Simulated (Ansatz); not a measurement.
Ansatz (a quantum-chemistry and plane-wave program) input:

Ansatz 0.2 input:
```yaml
crystal:
  periodic: [false, false, false]
  atoms:
    - {symbol: C, position_ang: [-0.00000000, 0.00000000, -0.00000000]}
    - {symbol: H, position_ang: [0.62054657, 0.62688914, 0.63896175]}
    - {symbol: H, position_ang: [-0.64285838, -0.62489528, 0.61852983]}
    - {symbol: H, position_ang: [0.63693263, -0.63278043, -0.61664082]}
    - {symbol: H, position_ang: [-0.61462083, 0.63078657, -0.64085076]}
basis:
  gaussian:
    orbitals: def2-TZVP
hamiltonian:
  xc: b3lyp
  dispersion: d3bj
phonons: {temperatures: {t_min: 298.15, t_max: 298.15, t_step: 100}}
```

### Question
What final total energy does it print?

### Answer
-40.53944 Eh (B3LYP-D3(BJ)/def2-TZVP). The basis has 55 functions.
